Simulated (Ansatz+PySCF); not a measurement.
# singlet C₄H₁₀: levels of theory in one basis

```xyz
14

C     0.0000   -0.4221   -1.9088
C     0.0000    0.4150   -0.6391
C     0.0000   -0.4150    0.6391
C     0.0000    0.4221    1.9088
H     0.0000    0.2073   -2.8119
H     0.8875   -1.0738   -1.9587
H    -0.8875   -1.0738   -1.9587
H    -0.8798    1.0835   -0.6354
H     0.8798    1.0835   -0.6354
H     0.8798   -1.0835    0.6354
H    -0.8798   -1.0835    0.6354
H     0.0000   -0.2073    2.8119
H     0.8875    1.0738    1.9587
H    -0.8875    1.0738    1.9587
```

Basis set: def2-SVP (spherical functions). Frozen core: 4 orbitals. Charge 0, multiplicity 1.

Computed with Ansatz (development build ahead of 0.2.0); each method stands on the lowest determinant of its kind that the runs found. NEVPT2 correlates all electrons. Active spaces start from the frontier orbitals, and the lowest solution found is given.

```csv
method,E − E(RHF) (eV),<S²> of the determinant
RHF,0.00,0.00
RHF-MP2,-16.02,–
"SC-NEVPT2(2,2)",-16.31,–
```

**Question.** What does CASSCF(2,2) give on the same scale?

**Answer.** -0.44 eV.

**Question.** Is a single determinant a sound starting point here?

**Answer.** By this sign, yes. Unrestricted orbitals gain 0.00 eV and <S²> is 0.00 against 0.00 for a pure state. The CASSCF(2,2) natural occupations are 1.98, 0.02.
